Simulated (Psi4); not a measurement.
A run for Psi4: SAPT0/jun-cc-pV(D+d)Z on C10H22 (a complex).

```
memory 8100 MB

molecule dimer {
0 1
C     0.80129452   -1.01649651   -2.62854880
H     0.85493652   -1.11649551   -3.71429980
H     1.49278252   -1.73861351   -2.19656580
C     1.11826752    0.43050849   -2.21662380
H     1.83952252    0.89570049   -2.88583280
H     1.55695052    0.44538049   -1.21920180
C    -0.24317848    1.17124549   -2.21330880
H    -0.25669748    2.00641849   -2.91096280
H    -0.44742348    1.58255149   -1.22530180
C    -1.29733348    0.10936749   -2.57697680
H    -1.47218048    0.11079849   -3.65429080
H    -2.25535348    0.28359649   -2.08912780
C    -0.64549948   -1.21451251   -2.17997880
H    -1.12305848   -2.08207151   -2.63329280
H    -0.68463848   -1.33972751   -1.09606580
--
0 1
C     0.05113152    0.09957749    2.29572320
C    -0.04521248   -0.05250851    3.81136320
H     0.94733352   -0.06797451    4.26372120
H    -0.60413748    0.77537649    4.24979820
H    -0.55237748   -0.98117451    4.07671320
C     0.76518452    1.40648249    1.96009820
H     0.84670452    1.53998149    0.88041620
H     0.22171252    2.26117149    2.36559920
H     1.77278952    1.41713349    2.37833120
C    -1.35388048    0.11940249    1.69840320
H    -1.31694848    0.23659249    0.61455420
H    -1.93617948    0.94682549    2.10674920
H    -1.88378348   -0.80838451    1.91973320
C     0.83903152   -1.07390751    1.71838520
H     0.34381052   -2.02089851    1.93862820
H     0.93387452   -0.98672451    0.63525020
H     1.84374952   -1.11131151    2.14213320
units angstrom
symmetry c1
no_reorient
no_com
}

set {
  basis jun-cc-pV(D+d)Z
  scf_type df
  freeze_core true
}

energy('sapt0')
```

Output:

```
[...]
==> Input File <==

--------------------------------------------------------------------------
memory 8100 MB

molecule dimer {
0 1
C     0.80129452   -1.01649651   -2.62854880
H     0.85493652   -1.11649551   -3.71429980
H     1.49278252   -1.73861351   -2.19656580
C     1.11826752    0.43050849   -2.21662380
H     1.83952252    0.89570049   -2.88583280
H     1.55695052    0.44538049   -1.21920180
C    -0.24317848    1.17124549   -2.21330880
H    -0.25669748    2.00641849   -2.91096280
H    -0.44742348    1.58255149   -1.22530180
C    -1.29733348    0.10936749   -2.57697680
H    -1.47218048    0.11079849   -3.65429080
H    -2.25535348    0.28359649   -2.08912780
C    -0.64549948   -1.21451251   -2.17997880
H    -1.12305848   -2.08207151   -2.63329280
H    -0.68463848   -1.33972751   -1.09606580
--
0 1
C     0.05113152    0.09957749    2.29572320
C    -0.04521248   -0.05250851    3.81136320
H     0.94733352   -0.06797451    4.26372120
H    -0.60413748    0.77537649    4.24979820
H    -0.55237748   -0.98117451    4.07671320
C     0.76518452    1.40648249    1.96009820
H     0.84670452    1.53998149    0.88041620
H     0.22171252    2.26117149    2.36559920
H     1.77278952    1.41713349    2.37833120
C    -1.35388048    0.11940249    1.69840320
H    -1.31694848    0.23659249    0.61455420
H    -1.93617948    0.94682549    2.10674920
H    -1.88378348   -0.80838451    1.91973320
C     0.83903152   -1.07390751    1.71838520
H     0.34381052   -2.02089851    1.93862820
H     0.93387452   -0.98672451    0.63525020
H     1.84374952   -1.11131151    2.14213320
units angstrom
symmetry c1
no_reorient
no_com
}

set {
  basis jun-cc-pV(D+d)Z
  scf_type df
  freeze_core true
}

energy('sapt0')
--------------------------------------------------------------------------


   => Loading Basis Set <=

    Name: JUN-CC-PV(D+D)Z
    Role: ORBITAL
    Keyword: BASIS
    atoms 1, 4, 7, 10, 13, 16-17, 21, 25, 29                      entry C          line   188 file jun-cc-pv_dpd_z.gbs
    atoms 2-3, 5-6, 8-9, 11-12, 14-15, 18-20, 22-24, 26-28, 30-32 entry H          line    60 file jun-cc-pv_dpd_z.gbs

   => Loading Basis Set <=

    Name: JUN-CC-PV(D+D)Z
    Role: ORBITAL
    Keyword: BASIS
    atoms 1, 4, 7, 10, 13, 16-17, 21, 25, 29                      entry C          line   188 file jun-cc-pv_dpd_z.gbs
    atoms 2-3, 5-6, 8-9, 11-12, 14-15, 18-20, 22-24, 26-28, 30-32 entry H          line    60 file jun-cc-pv_dpd_z.gbs


  //>>>>>>>>>>>>>>>>>>>>>>>>>>>>>>>>>>>//
  //              Dimer HF             //
  //<<<<<<<<<<<<<<<<<<<<<<<<<<<<<<<<<<<//

   => Libint2 <=

    Primary   basis highest AM E, G, H:  7, 6, 3
    Auxiliary basis highest AM E, G, H:  7, 7, 4
    Onebody   basis highest AM E, G, H:  -, -, -
    Solid Harmonics ordering:            Gaussian


   => Loading Basis Set <=

    Name: JUN-CC-PV(D+D)Z
    Role: ORBITAL
    Keyword: BASIS
    atoms 1, 4, 7, 10, 13, 16-17, 21, 25, 29                      entry C          line   188 file jun-cc-pv_dpd_z.gbs
    atoms 2-3, 5-6, 8-9, 11-12, 14-15, 18-20, 22-24, 26-28, 30-32 entry H          line    60 file jun-cc-pv_dpd_z.gbs


         ---------------------------------------------------------
                                   SCF
               by Justin Turney, Rob Parrish, Andy Simmonett
                          and Daniel G. A. Smith
                              RHF Reference
                        4 Threads,   7724 MiB Core
         ---------------------------------------------------------

  ==> Geometry <==

    Molecular point group: c1
    Full point group: C1

    Geometry (in Angstrom), charge = 0, multiplicity = 1:

       Center              X                  Y                   Z               Mass
    ------------   -----------------  -----------------  -----------------  -----------------
         C            0.801294520000    -1.016496510000    -2.628548800000    12.000000000000
         H            0.854936520000    -1.116495510000    -3.714299800000     1.007825032230
         H            1.492782520000    -1.738613510000    -2.196565800000     1.007825032230
         C            1.118267520000     0.430508490000    -2.216623800000    12.000000000000
         H            1.839522520000     0.895700490000    -2.885832800000     1.007825032230
         H            1.556950520000     0.445380490000    -1.219201800000     1.007825032230
         C           -0.243178480000     1.171245490000    -2.213308800000    12.000000000000
         H           -0.256697480000     2.006418490000    -2.910962800000     1.007825032230
         H           -0.447423480000     1.582551490000    -1.225301800000     1.007825032230
         C           -1.297333480000     0.109367490000    -2.576976800000    12.000000000000
         H           -1.472180480000     0.110798490000    -3.654290800000     1.007825032230
         H           -2.255353480000     0.283596490000    -2.089127800000     1.007825032230
         C           -0.645499480000    -1.21451
[...]
  18.344405
     289A     18.593828   290A     18.648473

    Final Occupation by Irrep:
              A
    DOCC [    21 ]
    NA   [    21 ]
    NB   [    21 ]

  @DF-RHF Final Energy:  -196.34906040219801

   => Energetics <=

    Nuclear Repulsion Energy =            199.3448139244685251
    One-Electron Energy =                -658.3238658279030915
    Two-Electron Energy =                 262.6299915012365318
    Total Energy =                       -196.3490604021980062

Computation Completed


Properties will be evaluated at   0.000000,   0.000000,   0.000000 [a0]

Properties computed using the SCF density matrix


 Multipole Moments:

 ------------------------------------------------------------------------------------
     Multipole            Electronic (a.u.)      Nuclear  (a.u.)        Total (a.u.)
 ------------------------------------------------------------------------------------

 L = 1.  Multiply by 2.5417464519 to convert [e a0] to [Debye]
 Dipole X            :         -4.0703437            4.0706134            0.0002697
 Dipole Y            :         -7.9267684            7.9271962            0.0004278
 Dipole Z            :       -182.3146014          182.3122074           -0.0023940
 Magnitude           :                                                    0.0024468

 ------------------------------------------------------------------------------------

  Constructing Basis Sets for SAPT...

   => Loading Basis Set <=

    Name: (JUN-CC-PV(D+D)Z AUX)
    Role: RIFIT
    Keyword: DF_BASIS_SAPT
    atoms 1, 4, 7, 10, 13, 16-17, 21, 25, 29                      entry C          line   100 file jun-cc-pvdz-ri.gbs
    atoms 2-3, 5-6, 8-9, 11-12, 14-15, 18-20, 22-24, 26-28, 30-32 entry H          line    30 file jun-cc-pvdz-ri.gbs

   => Loading Basis Set <=

    Name: (JUN-CC-PV(D+D)Z AUX)
    Role: JKFIT
    Keyword: DF_BASIS_ELST
    atoms 1, 4, 7, 10, 13, 16-17, 21, 25, 29                      entry C          line   146 file jun-cc-pvdz-jkfit.gbs
    atoms 2-3, 5-6, 8-9, 11-12, 14-15, 18-20, 22-24, 26-28, 30-32 entry H          line    70 file jun-cc-pvdz-jkfit.gbs


  //>>>>>>>>>>>>>>>>>>>>>>>>>>>>>>>>>>>//
  //               SAPT0               //
  //<<<<<<<<<<<<<<<<<<<<<<<<<<<<<<<<<<<//



        SAPT0
    Ed Hohenstein
     6 June 2009

      Orbital Information
  --------------------------
    NSO        =       290
    NMO        =       290
    NRI        =       958
    NRI (Elst) =      1296
    NOCC A     =        20
    NOCC B     =        21
    FOCC A     =         5
    FOCC B     =         5
    NVIR A     =       270
    NVIR B     =       269

    Elst10,r            =    -0.001860982749 [Eh]
    Exch10              =     0.006236523495 [Eh]
    Exch10 (S^2)        =     0.006217014964 [Eh]

    Maxiter = 50
    CPHF R converge = 1.000000E-08

    Iter     Energy [mEh]          dE [mEh]         Residual      Time [s]
       1      -0.30625693       0.306256928     2.279791e-03             0
       2      -0.37234526       0.066088330     5.021427e-04             0
       3      -0.37385572       0.001510466     1.294059e-04             0
       4      -0.37287784      -0.000977881     4.028702e-05             0
       5      -0.37280077      -0.000077069     1.107015e-05             1
       6      -0.37287095       0.000070180     1.769019e-06             1
       7      -0.37286943      -0.000001528     4.722263e-07             1
       8      -0.37286816      -0.000001263     1.284333e-07             1
       9      -0.37286809      -0.000000070     3.207091e-08             1
      10      -0.37286820       0.000000107     5.031003e-09             1

    CHF Iterations converged

    Maxiter = 50
    CPHF R converge = 1.000000E-08

    Iter     Energy [mEh]          dE [mEh]         Residual      Time [s]
       1      -0.47094531       0.470945313     2.761743e-03             1
       2      -0.58216435       0.111219039     4.594028e-04             1
       3      -0.58185615      -0.000308205     1.467168e-04             1
       4      -0.58071083      -0.001145318     3.612733e-05             1
       5      -0.58073847       0.000027643     1.048634e-05             1
       6      -0.58079687       0.000058400     2.128368e-06             2
       7      -0.58079802       0.000001153     5.291463e-07             2
       8      -0.58079560      -0.000002428     1.268529e-07             2
       9      -0.58079562       0.000000022     4.264864e-08             2
      10      -0.58079576       0.000000142     6.545064e-09             2

    CHF Iterations converged

    Ind20,r (A<-B)      =    -0.000372868201 [Eh]
    Ind20,r (B<-A)      =    -0.000580795760 [Eh]
    Ind20,r             =    -0.000953663961 [Eh]
    Exch-Ind20,r (A<-B) =     0.000298072946 [Eh]
    Exch-Ind20,r (B<-A) =     0.000521767994 [Eh]
    Exch-Ind20,r        =     0.000819840940 [Eh]
    Disp20              =    -0.006789690854 [Eh]
    Disp20 (SS)         =    -0.003394845427 [Eh]
    Disp20 (OS)         =    -0.003394845427 [Eh]
    Exch-Disp20         =     0.000541443374 [Eh]
    Exch-Disp20 (SS)    =     0.000314943544 [Eh]
    Exch-Disp20 (OS)    =     0.000226499830 [Eh]

    SAPT Results
  --------------------------------------------------------------------------------------------------------
    Electrostatics                 -1.86098275 [mEh]      -1.16778431 [kcal/mol]      -4.88600953 [kJ/mol]
      Elst10,r                     -1.86098275 [mEh]      -1.16778431 [kcal/mol]      -4.88600953 [kJ/mol]

    Exchange                        6.23652350 [mEh]       3.91347758 [kcal/mol]      16.37399018 [kJ/mol]
      Exch10                        6.23652350 [mEh]       3.91347758 [kcal/mol]      16.37399018 [kJ/mol]
      Exch10(S^2)                   6.21701496 [mEh]       3.90123579 [kcal/mol]      16.32277054 [kJ/mol]

    Induction                      -0.58913880 [mEh]      -0.36969018 [kcal/mol]      -1.54678372 [kJ/mol]
      Ind20,r                      -0.95366396 [mEh]      -0.59843317 [kcal/mol]      -2.50384438 [kJ/mol]
      Exch-Ind20,r                  0.81984094 [mEh]       0.51445796 [kcal/mol]       2.15249209 [kJ/mol]
      delta HF,r (2)               -0.45531578 [mEh]      -0.28571497 [kcal/mol]      -1.19543142 [kJ/mol]

    Dispersion                     -6.24824748 [mEh]      -3.92083449 [kcal/mol]     -16.40477150 [kJ/mol]
      Disp20                       -6.78969085 [mEh]      -4.26059533 [kcal/mol]     -17.82633088 [kJ/mol]
      Exch-Disp20                   0.54144337 [mEh]       0.33976085 [kcal/mol]       1.42155938 [kJ/mol]
      Disp20 (SS)                  -3.39484543 [mEh]      -2.13029767 [kcal/mol]      -8.91316544 [kJ/mol]
      Disp20 (OS)                  -3.39484543 [mEh]      -2.13029767 [kcal/mol]      -8.91316544 [kJ/mol]
      Exch-Disp20 (SS)              0.31494354 [mEh]       0.19763006 [kcal/mol]       0.82688416 [kJ/mol]
      Exch-Disp20 (OS)              0.22649983 [mEh]       0.14213079 [kcal/mol]       0.59467522 [kJ/mol]

  Total HF                          3.78640194 [mEh]       2.37600309 [kcal/mol]       9.94119693 [kJ/mol]
  Total SAPT0                      -2.46184554 [mEh]      -1.54483140 [kcal/mol]      -6.46357457 [kJ/mol]

  Special recipe for scaled SAPT0 (see Manual):
    Electrostatics sSAPT0          -1.86098275 [mEh]      -1.16778431 [kcal/mol]      -4.88600953 [kJ/mol]
    Exchange sSAPT0                 6.23652350 [mEh]       3.91347758 [kcal/mol]      16.37399018 [kJ/mol]
    Induction sSAPT0               -0.58139676 [mEh]      -0.36483198 [kcal/mol]      -1.52645699 [kJ/mol]
    Dispersion sSAPT0              -6.24313444 [mEh]      -3.91762601 [kcal/mol]     -16.39134722 [kJ/mol]
  Total sSAPT0                     -2.44899046 [mEh]      -1.53676471 [kcal/mol]      -6.42982356 [kJ/mol]
  --------------------------------------------------------------------------------------------------------



*** Psi4 exiting successfully. Buy a developer a beer!
```

The run finished.

Cost: around 90 core-seconds (rough).
